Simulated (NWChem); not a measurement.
All runs are NWChem calculations. System: Cl2 (+1), charge 1, spin multiplicity 2, at a geometry optimised with UPBE/def2-SVP. The structure started from a generated list of species. Its SCF solution wasn't tested for a lower state. Level: UMP2/cc-pVDZ, 10 core orbitals frozen.

NWChem printed:

```
             Northwest Computational Chemistry Package (NWChem) 7.3.0
             --------------------------------------------------------

                                NWChem Input Module
                                -------------------

 Scaling coordinates for geometry "geometry" by  1.889725989
 (inverse scale =  0.529177249)

 Turning off AUTOSYM since
 SYMMETRY directive was detected!

                             Geometry "geometry" -> ""
                             -------------------------

 Output coordinates in angstroms (scale by  1.889725989 to convert to a.u.)

  No.       Tag          Charge          X              Y              Z
 ---- ---------------- ---------- -------------- -------------- --------------
    1 Cl                  17.0000     0.00000000     0.00000000     0.97992400
    2 Cl                  17.0000     0.00000000     0.00000000    -0.97992400

 Effective nuclear repulsion energy (a.u.)      78.0326969035

            Nuclear Dipole moment (a.u.)
            ----------------------------
        X                 Y               Z
 ---------------- ---------------- ----------------
     0.0000000000     0.0000000000     0.0000000000

      Symmetry information
      --------------------

 Group name             D2h
 Group number             26
 Group order               8
 No. of unique centers     1

      Symmetry unique atoms

     1


 Summary of "ao basis" -> "" (spherical)
 ------------------------------------------------------------------------------
       Tag                 Description            Shells   Functions and Types
 ---------------- ------------------------------  ------  ---------------------
 *                          cc-pvdz                   on all atoms

 Summary of "ao basis" -> "ao basis" (spherical)
 ------------------------------------------------------------------------------
       Tag                 Description            Shells   Functions and Types
 ---------------- ------------------------------  ------  ---------------------
 Cl                         cc-pvdz                  8       18   4s3p1d

                                 NWChem SCF Module
                                 -----------------

  ao basis        = "ao basis"
  functions       =    36
  atoms           =     2
  alpha electrons =    17
  beta  electrons =    16
  charge          =   1.00
  wavefunction    = UHF
  use symmetry    = T
  symmetry adapt  = T

 Summary of "ao basis" -> "ao basis" (spherical)
 ------------------------------------------------------------------------------
       Tag                 Description            Shells   Functions and Types
 ---------------- ------------------------------  ------  ---------------------
 Cl                         cc-pvdz                  8       18   4s3p1d

      Symmetry analysis of basis
      --------------------------

        ag          9
        au          1
        b1g         1
        b1u         9
        b2g         4
        b2u         4
        b3g         4
        b3u         4

 Forming initial guess at       0.0s

   Symmetry analysis of molecular orbitals - initial alpha
   -------------------------------------------------------

  Numbering of irreducible representations:

     1 ag          2 au          3 b1g         4 b1u         5 b2g
     6 b2u         7 b3g         8 b3u

  Orbital symmetries:

     1 ag          2 b1u         3 b1u         4 ag          5 ag
     6 b1u         7 b2u         8 b3g         9 b3u        10 b2g
    11 ag         12 b1u        13 ag         14 b2u        15 b3u
    16 b3g        17 b2g        18 b1u        19 ag         20 b2u
    21 b3u        22 b1u        23 b2u        24 b3u        25 b3g
    26 ag         27 b2g

   Symmetry analysis of molecular orbitals - initial beta
   ------------------------------------------------------

  Numbering of irreducible representations:

     1 ag          2 au          3 b1g         4 b1u         5 b2g
     6 b2u         7 b3g         8 b3u

  Orbital symmetries:

     1 ag          2 b1u         3 b1u         4 ag          5 ag
     6 b1u         7 b2u         8 b3g         9 b3u        10 b2g
    11 ag         12 b1u        13 ag         14 b3u        15 b2u
[...]
    10      0.460177  1 Cl pz                28      0.460177  2 Cl pz
     4     -0.422676  1 Cl s                 22      0.422676  2 Cl s

 Vector   19  Occ=0.000000D+00  E= 3.103052D-01  Symmetry=ag
              MO Center=  9.2D-17,  7.5D-17, -1.1D-14, r^2= 2.5D+00
   Bfn.  Coefficient  Atom+Function         Bfn.  Coefficient  Atom+Function
  ----- ------------  ---------------      ----- ------------  ---------------
    13      0.562361  1 Cl pz                31     -0.562361  2 Cl pz
    16      0.473354  1 Cl d  0              34      0.473354  2 Cl d  0
    10     -0.419661  1 Cl pz                28      0.419661  2 Cl pz
     3      0.238857  1 Cl s                 21      0.238857  2 Cl s
     2      0.176530  1 Cl s                 20      0.176530  2 Cl s

 center of mass
 --------------
 x =   0.00000000 y =   0.00000000 z =   0.00000000

 moments of inertia (a.u.)
 ------------------
         239.824642737103           0.000000000000           0.000000000000
           0.000000000000         239.824642737103           0.000000000000
           0.000000000000           0.000000000000           0.000000000000

  Mulliken analysis of the total density
  --------------------------------------

    Atom       Charge   Shell Charges
 -----------   ------   -------------------------------------------------------
    1 Cl  17    16.50   2.00  2.01  1.04  0.91  6.00  2.87  1.60  0.06
    2 Cl  17    16.50   2.00  2.01  1.04  0.91  6.00  2.87  1.60  0.06

  Mulliken analysis of the alpha density
  --------------------------------------

    Atom       Charge   Shell Charges
 -----------   ------   -------------------------------------------------------
    1 Cl  17     8.50   1.00  1.00  0.53  0.45  3.00  1.64  0.85  0.03
    2 Cl  17     8.50   1.00  1.00  0.53  0.45  3.00  1.64  0.85  0.03

   Mulliken analysis of the beta density
   -------------------------------------

    Atom       Charge   Shell Charges
 -----------   ------   -------------------------------------------------------
    1 Cl  17     8.00   1.00  1.00  0.51  0.46  3.00  1.24  0.75  0.03
    2 Cl  17     8.00   1.00  1.00  0.51  0.46  3.00  1.24  0.75  0.03

   Mulliken analysis of the spin density
   -------------------------------------

    Atom       Charge   Shell Charges
 -----------   ------   -------------------------------------------------------
    1 Cl  17     0.50  -0.00  0.00  0.01 -0.01 -0.00  0.40  0.10 -0.00
    2 Cl  17     0.50  -0.00  0.00  0.01 -0.01 -0.00  0.40  0.10 -0.00

       Multipole analysis of the density wrt the origin
       ------------------------------------------------

     L   x y z        total         alpha         beta         nuclear
     -   - - -        -----         -----         ----         -------
     0   0 0 0      1.000000    -17.000000    -16.000000     34.000000

     1   1 0 0      0.000000     -0.000000      0.000000      0.000000
     1   0 1 0      0.000000      0.000000     -0.000000      0.000000
     1   0 0 1      0.000000      0.000000     -0.000000      0.000000

     2   2 0 0    -17.195105     -8.826137     -8.368967      0.000000
     2   1 1 0      0.000000      0.000000      0.000000      0.000000
     2   1 0 1     -0.000000      0.000000     -0.000000      0.000000
     2   0 2 0    -15.837379     -8.865570     -6.971809      0.000000
     2   0 1 1     -0.000000     -0.000000      0.000000      0.000000
     2   0 0 2    -10.218207    -65.670717    -61.137510    116.590020

                   NWChem MP2 Semi-direct Energy/Gradient Module
                   ---------------------------------------------

  Basis functions       =     36
  Molecular orbitals    =     36
  Frozen core           =     10
  Frozen virtuals       =      0
  Active alpha occupied =      7
  Active beta occupied  =      6
  Active alpha virtual  =     19
  Active beta virtual   =     20
  Use MO symmetry       = T
  Use skeleton AO sym   = T

  AO/Fock/Back tols     =   1.0D-09  1.0D-09  1.0D-09

 GA uses MA = F    GA memory limited = T

 Available:
  local mem=  1.26D+08
 global mem=  1.44D+08
 local disk=  0.00D+00
  mp2_memr nvloc                    19
  nvloc new                    19
   1 passes of   7:        2097152                       6035                    303436.
   1 passes of   7: M    126154297           G      144176608           F     124057145.

 Semi-direct pass number   1 of   1  for UHF alpha       at        0.3s
  vrange nnbf                   666
  mp2_eaftype                    10  avail_ma_in_mb                  1099
 EAF : mp2_eaftype filesize          10     151718.
  mp2_eaf for mointskh                     10
Node 0 wrote      0.7 Mb in      0.0 s     Agg I/O rate:  2009.9 Mb/s
 Done moints_semi at        1.1s
  mp2_eaftype                    10  avail_ma_in_mb                  1089
 EAF : mp2_eaftype filesize          10     151718.
  mp2_eaf for kh                    10
 Done maket at        1.1s
 Done multipass loop at        1.1s

 GA uses MA = F    GA memory limited = T

 Available:
  local mem=  1.26D+08
 global mem=  1.44D+08
 local disk=  0.00D+00
  mp2_memr nvloc                    20
  nvloc new                    20
   1 passes of   6:        2097152                       5703                    273999.
   1 passes of   6: M    126154297           G      144176608           F     124057145.

 Semi-direct pass number   1 of   1  for UHF beta        at        1.1s
  vrange nnbf                   666
  mp2_eaftype                    10  avail_ma_in_mb                  1099
 EAF : mp2_eaftype filesize          10     137000.
  mp2_eaf for mointskh                     10
Node 0 wrote      0.6 Mb in      0.0 s     Agg I/O rate:  1630.9 Mb/s
 Done moints_semi at        1.9s
  mp2_eaftype                    10  avail_ma_in_mb                  1089
 EAF : mp2_eaftype filesize          10     137000.
  mp2_eaf for kh                    10
 Done maket at        1.9s
 Done multipass loop at        1.9s

          -------------------------------------------
          SCF energy                -918.547978511740
          Correlation energy          -0.269953205957
          Singlet pairs                0.000000000000
          Triplet pairs                0.000000000000
          Total MP2 energy          -918.817931717697
          -------------------------------------------

          ---------------------------------------------------
                    Spin Component Scaled (SCS) MP2
          Same spin pairs                     -0.072949024374
          Same spin scaling factor             0.333333333333
          Opposite spin pairs                 -0.197004181583
          Opposite spin scaling fact.          1.200000000000
          SCS-MP2 correlation energy          -0.260721359357
          Total SCS-MP2 energy              -918.808699871097
          ---------------------------------------------------

 -----------------------
 Performance information
 -----------------------

 Timer overhead =  9.66D-08 seconds/call

               Nr. of calls         CPU time (s)                 Wall time (s)                GFlops
             ---------------    -------------------     ------------------------------   -------------------
Name         Min   Avg   Max    Min     Avg     Max     Min     Avg     Max   Mx/calls   Min     Max     Sum
mp2: moin     2     2     2    1.5     1.5     1.5      1.5     1.5     1.5    0.77      0.0     0.0     0.0
mp2: make     2     2     2   6.13E-3 6.13E-3 6.13E-3  6.13E-3 6.13E-3 6.13E-3 3.06E-3   0.0     0.0     0.0
mp2: tota     1     1     1    1.6     1.6     1.6      1.6     1.6     1.6     1.6      0.0     0.0     0.0

 The average no. of pstat calls per process was 5.00D+00
 with a timing overhead of 4.83D-07s

 Task  times  cpu:        1.9s     wall:        1.9s

 Total times  cpu:        1.9s     wall:        1.9s
```

**Question.** Write an NWChem input that would produce this output.

**Answer.** This is not unique; one that fits is 
```
start mol
memory heap 200 mb stack 900 mb global 1100 mb
charge 1
geometry units angstroms nocenter noautoz
  Cl     0.000000     0.000000     0.979924
  Cl     0.000000     0.000000    -0.979924
  symmetry group D2h
end
basis spherical
  * library cc-pvdz
end
scf
  uhf
  nopen 1
  maxiter 100
  thresh 1e-7
  semidirect memsize 60000000 filesize 0
  # guess.movecs holds the orbitals of an unrestricted PBE0 run
  vectors input guess.movecs output mol.movecs
end
mp2
  freeze core 10
end
task mp2 energy
```
